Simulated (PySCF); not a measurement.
# C2H6Si (SMILES C[Si]C) at 6 levels

Aim: a comparison of 6 runs (BLYP/6-311+G**, SVWN5/6-311+G**, TPSS/6-311+G**, revPBE/6-311+G**, wB97X/6-311+G**, CCSD(T)/6-311+G**) of C2H6Si. Input form: a Python script.

The calculation is run with PySCF 2.14.0.

1 further run of the same task is left out (set aside as unsound or not needed).

## Step 1: The structure to begin with

C2H6Si: 9 atoms, total charge 0, spin state singlet. As SMILES, `C[Si]C`. The shape is that of a PBE0-D4/def2-TZVP optimisation.

Bond lengths: C1–Si2 1.896 Å, Si2–C3 1.896 Å, C1–H4 1.102 Å, C1–H5 1.091 Å, C1–H6 1.095 Å, C3–H7 1.095 Å, C3–H8 1.091 Å, C3–H9 1.102 Å. Some angles: C1–Si2–C3 97.8°, Si2–C1–H4 105.3°, Si2–C1–H5 113.7°, Si2–C1–H6 114.0°, Si2–C3–H7 113.9°, Si2–C3–H8 113.7°, Si2–C3–H9 105.3°, H4–C1–H5 107.1°, H4–C1–H6 106.4°, H5–C1–H6 109.8°.

## Step 2: A single-point energy at BLYP/6-311+G(d,p) (run 1)

File input.py:

```python
from pyscf import gto, dft

mol = gto.M(
    atom='''
C       -0.527400       1.047300      -0.805300
Si       0.896800      -0.199700      -0.912800
C        0.601900      -1.069400       0.746000
H       -1.430700       0.480400      -1.082200
H       -0.439700       1.875000      -1.511000
H       -0.703500       1.436700       0.202600
H       -0.455600      -1.193000       1.001000
H        1.117900      -2.026600       0.837300
H        1.028800      -0.397000       1.507100
''',
    max_memory=1860,
    basis='6-311+g**',
    verbose=4,
    spin=0,
    charge=0,
)

myscf = dft.RKS(mol)
myscf.xc = 'blyp'
myscf.conv_tol = 1e-10
myscf.grids.level = 5
myscf.kernel()
if not myscf.converged:
    myscf = myscf.newton().run(myscf.mo_coeff, myscf.mo_occ)

e_tot = myscf.e_tot
print('E = %.10f Eh' % e_tot)
```

The run is started by

```bash
$ OMP_NUM_THREADS=1 python input.py
```

Log:

```text
PySCF version 2.14.0

[... 79 lines left out ...]
converged SCF energy = -369.244551041543
E = -369.2445510415 Eh
```

Run time: 23 s. Hardware: 1 thread of Intel Xeon at 2.70GHz, shared host; peak memory 0.57 GiB.

## Step 3: The energy at SVWN5/6-311+G(d,p) (run 2)

File input.py:

```python
# C[Si]C
from pyscf import gto, dft

mol = gto.M(
    atom='''
C     -0.996642     1.979110    -1.521796
Si     1.694706    -0.377378    -1.724942
C      1.137426    -2.020873     1.409736
H     -2.703631     0.907824    -2.045062
H     -0.830913     3.543236    -2.855376
H     -1.329422     2.714970     0.382859
H     -0.860959    -2.254443     1.891616
H      2.112525    -3.829719     1.582268
H      1.944150    -0.750221     2.848006
''',
    max_memory=1860,
    basis='6-311+g**',
    spin=0,
    verbose=4,
    unit='bohr',
)

mf = dft.RKS(mol, xc='svwn')
mf.conv_tol = 1e-10
mf.grids.level = 5
mf.kernel()
if not mf.converged:
    mf = mf.newton().run(mf.mo_coeff, mf.mo_occ)

e_final = mf.e_tot
print('Final energy', e_final)
```

The run is started by

```bash
$ OMP_NUM_THREADS=1 python input.py
```

Log:

```text
PySCF version 2.14.0

[... 81 lines left out ...]
converged SCF energy = -367.369457971543
Final energy -367.3694579715426
```

Run time: 13 s. Hardware: 1 thread of Intel Xeon at 2.70GHz, shared host; peak memory 0.39 GiB.

Runs 3 to 5 aren't shown in full; the table further down has their settings and results.

## Step 4: The energy at CCSD(T)/6-311+G(d,p) (run 6)

File input.py:

```python
from pyscf import gto, scf, cc

mol = gto.M(
    atom='''
C       -0.527400       1.047300      -0.805300
Si       0.896800      -0.199700      -0.912800
C        0.601900      -1.069400       0.746000
H       -1.430700       0.480400      -1.082200
H       -0.439700       1.875000      -1.511000
H       -0.703500       1.436700       0.202600
H       -0.455600      -1.193000       1.001000
H        1.117900      -2.026600       0.837300
H        1.028800      -0.397000       1.507100
''',
    max_memory=1860,
    charge=0,
    basis='6-311+g**',
    spin=0,
    verbose=3,
)

hf = scf.RHF(mol)
hf.conv_tol = 1e-10
hf.kernel()
if not hf.converged:
    hf = hf.newton().run(hf.mo_coeff, hf.mo_occ)

mycc = cc.CCSD(hf, frozen=7)
mycc.kernel()
e_t = mycc.ccsd_t()
e_final = mycc.e_tot + e_t
print(f'total energy: {e_final:.8f} hartree')
```

The run is started by

```bash
$ OMP_NUM_THREADS=1 python input.py
```

Log:

```text
converged SCF energy = -368.137836045117
E(CCSD) = -368.5815765944131  E_corr = -0.443740549296664
CCSD(T) correction = -0.0142686826403684
total energy: -368.59584528 hartree
```

Run time: 32 s. Hardware: 1 thread of Intel Xeon at 2.70GHz, shared host; peak memory 0.81 GiB.

## Step 5: The series

```csv
run,level,integration grid,frozen core orbitals,energy (Eh),dipole moment (D) of the reference,HOMO energy (eV),LUMO energy (eV),wall time
1,BLYP/6-311+G**,5,–,-369.244551,1.26,-4.87,-2.86,23 s
2,SVWN5/6-311+G**,5,–,-367.369458,1.45,-5.03,-3.14,13 s
3,TPSS/6-311+G**,5,–,-369.330304,1.40,-5.08,-2.93,39 s
4,revPBE/6-311+G**,5,–,-369.210339,1.41,-4.95,-2.94,23 s
5,wB97X/6-311+G**,5,–,-369.265094,1.41,-8.22,-0.06,34 s
6,CCSD(T)/6-311+G**,–,7,-368.595845,1.39,-8.30,0.84,32 s
```

## Step 6: What came out

| quantity | value |
| --- | --- |
| run 6: total energy | -368.59585 Eh |
| run 6: dipole moment (Hartree–Fock density) | 1.39 D |
| run 6: HOMO energy (Hartree–Fock orbitals) | -8.30 eV |
| run 6: LUMO energy (Hartree–Fock orbitals) | 0.84 eV |
| run 6: HOMO–LUMO gap (Hartree–Fock orbitals) | 9.14 eV |
| run 6: correlation energy (7 core orbitals frozen) | -458.0 mEh |
| run 6: (T) correction | -14.27 mEh |
| run 6: T1 diagnostic | 0.012 |

**Reading.** Over runs 1, 2, 3, 4, 5 the dipole moment (its size) runs from 1.26 D (BLYP/6-311+G**) to 1.45 D (SVWN5/6-311+G**). Over runs 1, 2, 3, 4, 5 the HOMO–LUMO gap runs from 1.89 eV (SVWN5/6-311+G**) to 8.16 eV (wB97X/6-311+G**). Totals of different functionals can't be ranked against each other. All runs together took 2.7 min, the longest 39 s.
